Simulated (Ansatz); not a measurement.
# BH₄+ (singlet): wave-function methods side by side at distance B1–H3 = 1.346 Å, cc-pVDZ

One table from this session's results is given with a row withheld; the runs are named, their logs left out.

Computed with Ansatz 0.2.0, Gaussian basis. Level: cc-pVDZ, core rule «outside noble gas», up to 1 orbitals frozen.

The runs, in order: UHF; CCSD(T) on RHF; BCCD(T) on RHF; CISD; CCSDT(Q) on RHF; CASSCF and MRCISD+Q, 2 electrons in 2 orbitals; CASSCF and NEVPT2, 2 electrons in 2 orbitals; CASSCF and MRCISD+Q, 6 electrons in 8 orbitals; CASSCF and NEVPT2, 6 electrons in 8 orbitals; Full CI.

21 further runs of the same task are left out: 1 for a mislabelled method, 15 that didn't finish, 5 set aside as unsound or not needed.

### The system

The geometry derives from a PBE0/def2-TZVP stationary point (not a proven minimum). One bond is set to the value named and the two fragments are kept rigid.

5 atoms, charge 1, spin multiplicity 1.

Atoms are counted from 1 here; the program's logs count them from 0.

Bond lengths: B1–H2 1.210 Å, B1–H3 1.346 Å, B1–H4 1.210 Å, B1–H5 1.210 Å. Angles: H2–B1–H3 90.0°, H2–B1–H4 90.0°, H2–B1–H5 180.0°, H3–B1–H4 180.0°, H3–B1–H5 90.0°, H4–B1–H5 90.0°.

The first run:

in.yaml reads:

```yaml
crystal:
  periodic: [false, false, false]
  atoms:
    - {symbol: B, position_ang: [0.000163, 0.006478, -0.006564]}
    - {symbol: H, position_ang: [-0.015420, 0.867905, 0.843268]}
    - {symbol: H, position_ang: [-0.023554, -0.938888, 0.951265]}
    - {symbol: H, position_ang: [0.021486, 0.856445, -0.867735]}
    - {symbol: H, position_ang: [0.015746, -0.854948, -0.856396]}
basis:
  gaussian: {orbitals: cc-pVDZ}
total_charge: 1
magnetization: {spin_polarized: true, initial_magnetization: 0}
hamiltonian: {xc: hf}
output: {orbitals: {seedname: orbitals}}
```

Started as:

```bash
$ ansatz run in.yaml --threads 1 --pin off --events-out ev --progress --plain --max-ram 2393MiB
```

Among the steps run: UHF; CCSD(T) on RHF; BCCD(T) on RHF; CISD; CCSDT(Q) on RHF; CASSCF and MRCISD+Q, 2 electrons in 2 orbitals; CASSCF and NEVPT2, 2 electrons in 2 orbitals; CASSCF and MRCISD+Q, 6 electrons in 8 orbitals; CASSCF and NEVPT2, 6 electrons in 8 orbitals; Full CI.

One of the session's tables, all rows but one given; the rest of the session is left out.

| method | from FCI (meV) |
| --- | --- |
| RHF | +3760.5 |
| RMP2 | +825.7 |
| CISD | +229.6 |
| RCCSD | +99.7 |
| RCCSD(T) | +21.6 |
| BCCD(T) | +21.5 |
| RCCSDT | +5.7 |
| RCCSDT(Q) | +1.1 |
| CASSCF pair | +3140.3 |
| NEVPT2 pair | +727.6 |
| MRCISD pair | ? |
| MRCISD+Q pair | -21.4 |
| CASSCF valence | +1668.6 |
| NEVPT2 valence | +454.9 |
| MRCISD valence | +55.2 |
| MRCISD+Q valence | +7.5 |
| FCI | 0 |

Estimate the missing values for MRCISD pair.

The run gave: from FCI (meV): +158.7. In the column «from FCI (meV)» it lies between RCCSD (+99.7) and CISD (+229.6).

Caveats from the session: MRCISD+Q pair falls below full CI: the +Q correction isn't variational, and the cores differ from full CI's.
